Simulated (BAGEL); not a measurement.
# C2H6Si (SMILES CC[SiH]), step by step

Aim: a series of 15 runs (B3LYP/cc-pVDZ, RI-MP2/cc-pVDZ) of C2H6Si. 

Program for the calculation: BAGEL 1.2.2.

2 further runs of the same task are left out: 2 set aside as unsound or not needed.

## 1. The molecule

C2H6Si has 9 atoms, charge 0, and is taken as a singlet. As SMILES, `CC[SiH]`. One bond was lengthened or shortened from a relaxed shape.

Bond lengths: C1–C2 1.523 Å, C2–Si3 1.891 Å, C1–H4 1.094 Å, C1–H5 1.093 Å, C1–H6 1.092 Å, C2–H7 1.095 Å, C2–H8 1.111 Å, Si3–H9 1.303 Å. Some angles: C1–C2–Si3 121.0°, C1–C2–H7 111.7°, C1–C2–H8 109.8°, Si3–C2–H7 110.3°, Si3–C2–H8 97.9°, C2–C1–H4 112.0°, C2–C1–H5 111.1°, C2–C1–H6 111.0°, C2–Si3–H9 94.7°, H7–C2–H8 104.1°.

## 2. A single-point energy at B3LYP/cc-pVDZ (density fitting with svp-jkfit) (run 1)

calc.json reads:

```json
{ "bagel": [

{
  "title": "molecule",
  "basis": "cc-pvdz.json",
  "df_basis": "svp-jkfit",
  "geometry": [
    { "atom": "C", "xyz": [    -1.42615363,     1.15459810,    -0.84322981 ] },
    { "atom": "C", "xyz": [     0.49569784,    -0.84737776,    -0.08015840 ] },
    { "atom": "Si", "xyz": [     2.48312280,    -0.45979493,     2.86327901 ] },
    { "atom": "H", "xyz": [    -2.58890211,     0.54516142,    -2.44004839 ] },
    { "atom": "H", "xyz": [    -0.48960536,     2.90713010,    -1.40599025 ] },
    { "atom": "H", "xyz": [    -2.68244356,     1.60945517,     0.72940027 ] },
    { "atom": "H", "xyz": [     1.68168996,    -1.41618532,    -1.67773287 ] },
    { "atom": "H", "xyz": [    -0.49905399,    -2.61219299,     0.47220854 ] },
    { "atom": "H", "xyz": [     0.75796915,     0.77592155,     4.11072124 ] }
  ]
},

{
  "title": "ks",
  "xc_func": "b3lyp"
},

{
  "title": "print",
  "file": "orbitals.molden",
  "orbitals": "true"
}

]}
```

The basis set cc-pVDZ is read from a file made from the Basis Set Exchange's data (not shown).

The run is started by

```sh
$ BAGEL_NUM_THREADS=1 BAGEL calc.json > calc.out
```

The log of the run:

```text
* using 1 threads per process

  ===============================================================
  ===============================================================

  *** Geometry ***

  { "atom" : "C", "xyz" : [     -1.426154,      1.154598,     -0.843230 ] },
  { "atom" : "C", "xyz" : [      0.495698,     -0.847378,     -0.080158 ] },
  { "atom" : "Si", "xyz" : [      2.483123,     -0.459795,      2.863279 ] },
[... 5 lines of this table left out ...]
  { "atom" : "H", "xyz" : [      0.757969,      0.775922,      4.110721 ] },

  Number of auxiliary basis functions:      386

  Since a DF basis is specified, we compute 2- and 3-index integrals:
    o Being stored without compression. Storage requirement is 0.018 GB

  Number of basis functions:       76
  Number of electrons      :       32

    * METHOD: MOLECULE                             0.15

  *** Kohn-Sham DFT ***

    * Removing 16058 points whose weight is below 1.00e-10
    * Grid points: 118096

  === Nuclear Repulsion ===
    96.7638978315

       - DIIS with orbital gradients will be used.

  === KS iteration (b3lyp / cc-pvdz.json) ===
      0       -347.52937448          0.08513002           0.33
      1       -337.66731115          0.16362219           0.31
      2       -347.63367668          0.10964453           0.31
[... 18 lines of this table left out ...]
     21       -369.24591130          0.00000001           0.32
    * SCF iteration converged.

    * Permanent dipole moment:
           (    0.433083,    -0.090965,     0.243110) a.u.

    * METHOD: KS                                   7.58

    * METHOD: PRINT                                0.01

  ===============================================================
```

Run time: 8.1 s. Hardware: 1 thread of Arm Neoverse V1, shared host; peak memory 0.4 GiB.

## 3. Bond 9-3 at 1.532 A: a single-point energy at RI-MP2/cc-pVDZ (density fitting with svp-jkfit) (run 2)

calc.json reads:

```json
{ "bagel": [

{
  "title": "molecule",
  "basis": "cc-pvdz.json",
  "df_basis": "svp-jkfit",
  "geometry": [
    { "atom": "C", "xyz": [ -1.12167718,  0.93650102, -1.06339613 ] },
    { "atom": "C", "xyz": [  0.80017429, -1.06547483, -0.30032472 ] },
    { "atom": "Si", "xyz": [  2.78759926, -0.67789200,  2.64311269 ] },
    { "atom": "H", "xyz": [ -2.28442566,  0.32706435, -2.66021471 ] },
    { "atom": "H", "xyz": [ -0.18512891,  2.68903303, -1.62615657 ] },
    { "atom": "H", "xyz": [ -2.37796710,  1.39135810,  0.50923395 ] },
    { "atom": "H", "xyz": [  1.98616641, -1.63428240, -1.89789919 ] },
    { "atom": "H", "xyz": [ -0.19457754, -2.83029006,  0.25204222 ] },
    { "atom": "H", "xyz": [  0.75796915,  0.77592155,  4.11072124 ] }
  ]
},
{ "title": "hf", "charge": 0 },
{ "title": "mp2", "charge": 0, "ncore": 7 }

]}
```

The basis set cc-pVDZ is read from a file made from the Basis Set Exchange's data (not shown).

The run is started by

```sh
$ BAGEL_NUM_THREADS=1 BAGEL calc.json > calc.out
```

The log of the run:

```text
* using 1 threads per process

  ===============================================================
  ===============================================================

  *** Geometry ***

  { "atom" : "C", "xyz" : [     -1.121677,      0.936501,     -1.063396 ] },
  { "atom" : "C", "xyz" : [      0.800174,     -1.065475,     -0.300325 ] },
  { "atom" : "Si", "xyz" : [      2.787599,     -0.677892,      2.643113 ] },
[... 5 lines of this table left out ...]
  { "atom" : "H", "xyz" : [      0.757969,      0.775922,      4.110721 ] },

[... 23 lines left out ...]
    * SCF iteration converged.
[... 1 line left out ...]
    * Permanent dipole moment:
[... 2 lines left out ...]
    * METHOD: HF                                   0.66

  *** RHF ***

  === Nuclear Repulsion ===
    95.8002974618

      * DIIS with orbital gradients will be used.

  === RHF iteration (cc-pvdz.json) ===
      0       -368.09845988          0.00000000           0.04
    * SCF iteration converged.

    * Permanent dipole moment:
           (    0.317541,    -0.018469,     0.343520) a.u.

  === DF-MP2 calculation ===

    * freezing 7 orbitals
    * 3-index integral transformation done
    * assembly done

      MP2 correlation energy:   -0.3757742139      0.02

      MP2 total energy:       -368.4742340968

    * METHOD: MP2                                  0.11

  ===============================================================
```

It took 1.1 s on 1 thread of Arm Neoverse V1, shared host; peak memory 0.15 GiB.

Runs 3 to 7 aren't shown in full; the table further down has their settings and results.

## 4. Bond 9-3 at 2.452 A: a single-point energy at RI-MP2/cc-pVDZ (density fitting with svp-jkfit) (run 8)

calc.json reads:

```json
{ "bagel" : [

{
  "title" : "molecule",
  "basis" : "cc-pvdz.json",
  "df_basis" : "svp-jkfit",
  "angstrom" : false,
  "geometry" : [
    { "atom" : "C", "xyz" : [     0.09596974,     0.06430927,    -1.94386489 ] },
    { "atom" : "C", "xyz" : [     2.01782121,    -1.93766659,    -1.18079348 ] },
    { "atom" : "Si", "xyz" : [     4.00524618,    -1.55008376,     1.76264393 ] },
    { "atom" : "H", "xyz" : [    -1.06677874,    -0.54512741,    -3.54068346 ] },
    { "atom" : "H", "xyz" : [     1.03251801,     1.81684128,    -2.50662533 ] },
    { "atom" : "H", "xyz" : [    -1.16032019,     0.51916635,    -0.37123481 ] },
    { "atom" : "H", "xyz" : [     3.20381333,    -2.50647415,    -2.77836795 ] },
    { "atom" : "H", "xyz" : [     1.02306938,    -3.70248181,    -0.62842653 ] },
    { "atom" : "H", "xyz" : [     0.75796915,     0.77592155,     4.11072124 ] }
  ]
},

{
  "title" : "hf"
},

{
  "title" : "mp2",
  "ncore" : 7
}

]}
```

The basis set cc-pVDZ is read from a file made from the Basis Set Exchange's data (not shown).

The run is started by

```sh
$ BAGEL_NUM_THREADS=1 BAGEL calc.json > calc.out
```

The log of the run:

```text
* using 1 threads per process

  ===============================================================
  ===============================================================

  *** Geometry ***

  { "atom" : "C", "xyz" : [      0.095970,      0.064309,     -1.943865 ] },
  { "atom" : "C", "xyz" : [      2.017821,     -1.937667,     -1.180793 ] },
  { "atom" : "Si", "xyz" : [      4.005246,     -1.550084,      1.762644 ] },
[... 5 lines of this table left out ...]
  { "atom" : "H", "xyz" : [      0.757969,      0.775922,      4.110721 ] },

[... 23 lines left out ...]
    * SCF iteration converged.
[... 1 line left out ...]
    * Permanent dipole moment:
[... 2 lines left out ...]
    * METHOD: HF                                   0.63

  *** RHF ***

  === Nuclear Repulsion ===
    93.5221934521

      * DIIS with orbital gradients will be used.

  === RHF iteration (cc-pvdz.json) ===
      0       -368.01456504          0.00000001           0.03
    * SCF iteration converged.

    * Permanent dipole moment:
           (   -0.457367,     0.605388,     1.084908) a.u.

  === DF-MP2 calculation ===

    * freezing 7 orbitals
    * 3-index integral transformation done
    * assembly done

      MP2 correlation energy:   -0.3803252924      0.02

      MP2 total energy:       -368.3948903330

    * METHOD: MP2                                  0.10

  ===============================================================
```

It took 1 s on 1 thread of Arm Neoverse V1, shared host; peak memory 0.15 GiB.

Runs 9 to 14 aren't shown in full; the table further down has their settings and results.

## 5. Bond 9-3 at 4.291 A: the energy at B3LYP/cc-pVDZ (density fitting with svp-jkfit) (run 15)

calc.json reads:

```json
{ "bagel": [

{
  "title": "molecule",
  "basis": "cc-pvdz.json",
  "df_basis": "svp-jkfit",
  "angstrom": false,
  "geometry": [
    { "atom": "C", "xyz": [     2.53152625,    -1.68026699,    -3.70499515 ] },
    { "atom": "C", "xyz": [     4.45337772,    -3.68224285,    -2.94192374 ] },
    { "atom": "Si", "xyz": [     6.44080268,    -3.29466002,     0.00151367 ] },
    { "atom": "H", "xyz": [     1.36877776,    -2.28970367,    -5.30181373 ] },
    { "atom": "H", "xyz": [     3.46807452,     0.07226502,    -4.26775559 ] },
    { "atom": "H", "xyz": [     1.27523632,    -1.22540991,    -2.13236507 ] },
    { "atom": "H", "xyz": [     5.63936983,    -4.25105041,    -4.53949821 ] },
    { "atom": "H", "xyz": [     3.45862589,    -5.44705808,    -2.38955679 ] },
    { "atom": "H", "xyz": [     0.75796915,     0.77592155,     4.11072124 ] }
  ]
},

{
  "title": "ks",
  "xc_func": "b3lyp"
},

{
  "title": "print",
  "file": "orbitals.molden",
  "orbitals": true
}

]}
```

The basis set cc-pVDZ is read from a file made from the Basis Set Exchange's data (not shown).

The run is started by

```sh
$ BAGEL_NUM_THREADS=1 BAGEL calc.json > calc.out
```

The log of the run:

```text
* using 1 threads per process

  ===============================================================
  ===============================================================

  *** Geometry ***

  { "atom" : "C", "xyz" : [      2.531526,     -1.680267,     -3.704995 ] },
  { "atom" : "C", "xyz" : [      4.453378,     -3.682243,     -2.941924 ] },
  { "atom" : "Si", "xyz" : [      6.440803,     -3.294660,      0.001514 ] },
[... 5 lines of this table left out ...]
  { "atom" : "H", "xyz" : [      0.757969,      0.775922,      4.110721 ] },

  Number of auxiliary basis functions:      386

  Since a DF basis is specified, we compute 2- and 3-index integrals:
    o Being stored without compression. Storage requirement is 0.018 GB

  Number of basis functions:       76
  Number of electrons      :       32

    * METHOD: MOLECULE                             0.15

  *** Kohn-Sham DFT ***

    * Removing 14631 points whose weight is below 1.00e-10
    * Grid points: 119523

  === Nuclear Repulsion ===
    91.4399758468

       - DIIS with orbital gradients will be used.

  === KS iteration (b3lyp / cc-pvdz.json) ===
      0       -349.33609982          0.09375273           0.32
      1       -346.96241653          0.12584416           0.30
      2       -346.22360566          0.11382306           0.31
[... 27 lines of this table left out ...]
     30       -369.11033502          0.00000000           0.31
    * SCF iteration converged.

    * Permanent dipole moment:
           (   -1.138489,     1.138264,     1.667076) a.u.

    * METHOD: KS                                  10.29

    * METHOD: PRINT                                0.02

  ===============================================================
```

Wall time 11 s (1 thread of Arm Neoverse V1, shared host); peak memory 0.41 GiB.

## 6. Overview of the runs

```
run                                            level  frozen core orbitals              partner  energy (Eh)  dipole moment (D)  HOMO energy (eV)  LUMO energy (eV)  wall time
  1   B3LYP/cc-pVDZ (density fitting with svp-jkfit)                     –  bond 9-3 at 1.303 A  -369.245911               1.28             -5.84             -2.53      8.1 s
  2  RI-MP2/cc-pVDZ (density fitting with svp-jkfit)                     7  bond 9-3 at 1.532 A  -368.474234                  –                 –                 –      1.1 s
  3   B3LYP/cc-pVDZ (density fitting with svp-jkfit)                     –  bond 9-3 at 1.532 A  -369.267970               1.20             -5.97             -2.58      7.8 s
  4  RI-MP2/cc-pVDZ (density fitting with svp-jkfit)                     7  bond 9-3 at 1.762 A  -368.463401                  –                 –                 –        1 s
  5   B3LYP/cc-pVDZ (density fitting with svp-jkfit)                     –  bond 9-3 at 1.762 A  -369.259338               1.37             -6.08             -2.66      7.8 s
  6  RI-MP2/cc-pVDZ (density fitting with svp-jkfit)                     7  bond 9-3 at 2.069 A  -368.433651                  –                 –                 –      1.1 s
  7   B3LYP/cc-pVDZ (density fitting with svp-jkfit)                     –  bond 9-3 at 2.069 A  -369.233185               1.94             -6.13             -2.82      8.4 s
  8  RI-MP2/cc-pVDZ (density fitting with svp-jkfit)                     7  bond 9-3 at 2.452 A  -368.394890                  –                 –                 –        1 s
  9   B3LYP/cc-pVDZ (density fitting with svp-jkfit)                     –  bond 9-3 at 2.452 A  -369.198654               2.84             -5.90             -3.03        9 s
 10  RI-MP2/cc-pVDZ (density fitting with svp-jkfit)                     7  bond 9-3 at 2.912 A  -368.356976                  –                 –                 –      1.1 s
 11   B3LYP/cc-pVDZ (density fitting with svp-jkfit)                     –  bond 9-3 at 2.912 A  -369.164696               3.84             -5.48             -3.26      9.9 s
 12  RI-MP2/cc-pVDZ (density fitting with svp-jkfit)                     7  bond 9-3 at 3.525 A  -368.322815                  –                 –                 –      1.1 s
 13   B3LYP/cc-pVDZ (density fitting with svp-jkfit)                     –  bond 9-3 at 3.525 A  -369.133458               4.91             -5.07             -3.48       12 s
 14  RI-MP2/cc-pVDZ (density fitting with svp-jkfit)                     7  bond 9-3 at 4.291 A  -368.302932                  –                 –                 –      1.2 s
 15   B3LYP/cc-pVDZ (density fitting with svp-jkfit)                     –  bond 9-3 at 4.291 A  -369.110335               5.89             -4.78             -3.66       11 s
```

## 7. Results

| quantity | value |
| --- | --- |
| bond 9-3 at 4.291 A, run 15: total energy | -369.11034 Eh |
| bond 9-3 at 4.291 A, run 15: dipole moment | 5.89 D |
| bond 9-3 at 4.291 A, run 15: HOMO energy | -4.78 eV |
| bond 9-3 at 4.291 A, run 15: LUMO energy | -3.66 eV |
| bond 9-3 at 4.291 A, run 15: HOMO–LUMO gap | 1.13 eV |

What this shows: In runs 8, 9, 10, 11, 12, 13, 14, 15 a closed-shell determinant meets a far-stretched bond, which it describes badly. All runs together took 82 s, the longest 12 s.
